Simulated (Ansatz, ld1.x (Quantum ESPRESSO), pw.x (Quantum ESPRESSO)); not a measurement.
## Equation-of-state test of one RRKJ potential (scandium (Sc))

Sc, norm-conserving RRKJ (Kleinman–Bylander form), made with ld1.x (Quantum ESPRESSO) 7.5 (PBEsol, scalar-relativistic). Core [Ar], reference 3d1 4s2 4p0. Waves: 4p (bound, empty): rc 6.10 bohr; 3d (bound): rc 2.25 bohr; 4f channel at 0.05 Ry: rc 3.25 bohr; 4s (bound): rc 2.85 bohr. Local part: the s channel. Core correction: a·sin(br)/r model core, default radius (core density twice the valence density). rho0 = 0.005.

Crystal test: bcc Sc in pw.x 7.5, no spin, 13³ k-points, Fermi–Dirac smearing 0.01 Ry, cutoffs 50/200 Ry. The reference is all-electron LAPW (Ansatz 0.2.0) with the same functional, mesh and smearing; V0 and B0 come from Birch–Murnaghan fits to the pressures at five volumes. Errors are pseudo minus all-electron; Δ is the rms difference of the E(V) curves that follow from these fits, minima aligned, over ±6 % about the mean V0. Mesh and smearing are coarse, so the numbers serve the comparison and aren't converged zero-temperature values; the lattice is a test structure that the element need not adopt.

| V (Å³/atom) | P all-electron (GPa) | P pseudo (GPa) |
| --- | --- | --- |
| 22.786 | 3.09 | 7.44 |
| 23.385 | 1.49 | 5.42 |
| 23.985 | 0.05 | 3.60 |
| 24.585 | -1.25 | 1.97 |
| 25.184 | -2.42 | 0.50 |

All-electron: a0 = 3.635 Å (V0 = 24.01 Å³/atom), B0 = 54.6 GPa.

Pseudopotential: mean pressure error (GPa): +3.60. The pressure does not cross zero within the volumes sampled, so no fit is given. The largest radius (6.10 bohr) exceeds half the bond length (2.97 bohr), so the spheres overlap, which is one possible source of error among others. This is a poor potential for the solid.

At the middle volume, how do free energy and pressure move when the wave cutoff is lowered (ecutrho kept at four times it)?

```
cutoff (Ry)  shift of F (meV/atom)  shift of P (GPa)
         22                +1026.3            -24.57
         30                  +50.1             -3.06
         40                   +2.3             +0.03
```

The run at the middle volume (84 k-points, 7 iterations) took about 8.4 s on one core of a shared host (Neoverse-V1, 32 threads, 247 GiB, load 11).
